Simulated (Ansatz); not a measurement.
**GaS (P6₃/mmc, No. 194)**

Calculation: HSE06-D3(BJ) in Ansatz (plane waves, PAW).

Cell: relaxed with PBE-D3(BJ): a = 3.5904 Å, b = 3.5904 Å, c = 15.4471 Å, α = 90.00°, β = 90.00°, γ = 120.00°.

```
Property                         Value
-------------------------  -----------
interlayer binding energy  25.6 meV/Å²
```

Computed values are for the static lattice.

Cost on a shared machine: about 21 core-minutes (a rough figure).

Ansatz is a program for electronic structure.
